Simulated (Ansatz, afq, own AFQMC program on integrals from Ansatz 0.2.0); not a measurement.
## Where AFQMC and coupled cluster stand for V, sextet

A free V atom.

Basis def2-SVP. Noble-gas cores (and the filled d shells of Ga–Kr and In–Xe) are frozen. Integrals, coupled cluster, full CI and functionals: Ansatz 0.2.0; the random walks run on the same integrals in our own AFQMC program. ph-AFQMC/CISD is guided by a CISD state made of CCSD amplitudes; releasing the constraint for a short imaginary time cuts its bias at the price of noise, slowly where states lie close. ± is one standard error of the sampling. The metal's outer-core s and p shells are frozen, which shifts wave-function levels against functionals.

Determinant: UHF, the one that the program's search chose, which needn't be the lowest solution.

Full CI on the same integrals is exact in this basis and with this determinant's frozen core.

Cautions: no relativity below Rb; outer-core shells of the metal frozen; another spin lies lower (by 846 meV); the released energies move by 1.5 errors or more from one time to the next, so no released level is given (meV from the phaseless value at times in 1/Eh: -2 ± 4 at 0.24, -8 ± 3 at 0.51, 6 ± 4 at 0.99, 2 ± 5 at 1.62, 6 ± 6 at 2.40), though the last usable value meets full CI within the noise.

* T1 diagnostic: 0.0070
* weight of the determinant in the CISD state: 0.982
* ⟨S²⟩ of the determinant: 8.751
* size of the correlated space: 5 electrons in 22 orbitals

Reference: full CI, correlation energy -1.195 eV.

```json
{"level": "HF", "E − E(reference) (kJ/mol)": "115.3", "share of correlation (%)": "0.00"}
{"level": "MP2", "E − E(reference) (kJ/mol)": "18.5", "share of correlation (%)": "83.93"}
{"level": "CCSD", "E − E(reference) (kJ/mol)": "1.5", "share of correlation (%)": "98.72"}
{"level": "CCSD(T)", "E − E(reference) (kJ/mol)": "0.4", "share of correlation (%)": "99.62"}
{"level": "CCSDT", "E − E(reference) (kJ/mol)": "0.0", "share of correlation (%)": "99.96"}
{"level": "CCSDT(Q)", "E − E(reference) (kJ/mol)": "0.0", "share of correlation (%)": "99.99"}
{"level": "CCSDTQ", "E − E(reference) (kJ/mol)": "0.0", "share of correlation (%)": "100.00"}
{"level": "ph-AFQMC/CISD", "E − E(reference) (kJ/mol)": "0.1 ± 0.3", "share of correlation (%)": "99.95"}
```

CCSDT and higher add their correlation energy to the determinant of the CCSD(T) run, since their own runs factorise the integrals more tightly (a shift of under 2 meV).
